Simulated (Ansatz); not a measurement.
A made-up structure of AlSiH4O (charge +1), closed shell:

Al1  (-1.329, 0.376, -1.034)
O2  (0.044, -0.013, 0.035)
Si3  (1.234, -0.349, 0.960)
H4  (-0.830, 0.821, -2.444)
H5  (0.308, -0.746, -0.543)
H6  (1.820, 0.716, 1.786)
H7  (1.749, -1.726, 0.989)
(Å)

It is relaxed with PBE-D4/def2-SVP and then PBE0-D4/def2-TZVP (Ansatz 0.2.0). Atoms count as bonded within 1.22 times the sum of their covalent radii (H–H: 0.88 Å). The end point is not checked to be a true minimum.

(1) Does its bonding change? (Judge from chemistry; the calculation decides.)

Results:

(1) Computed: Yes. Formed: Si3–H4; broken: Al1–H4.

Where it ends: The first stage lowers the energy by 5.35 eV in 36 steps. It ends as AlSiH₄O ([Al][OH][SiH3]), total charge +1:
Al1  (-1.366, -0.366, -1.846)
O2  (0.273, -0.677, -0.790)
Si3  (0.749, 0.224, 0.646)
H4  (-0.390, 1.162, 0.737)
H5  (0.888, -1.376, -1.059)
H6  (2.032, 0.868, 0.319)
H7  (0.810, -0.756, 1.742)
(Å)

Labels in which every atom is bracketed show which atoms are joined, not bond orders.

For scale, one of the runs: PBE0-D4/def2-TZVP relaxation, 129 basis functions, launched by `ansatz run in.yaml --threads 2 --pin off --events-out ev --progress --plain --max-ram 4352MiB`. The run took about 18 s on 2 CPU threads of an Intel Xeon Platinum 8175M (shared host).
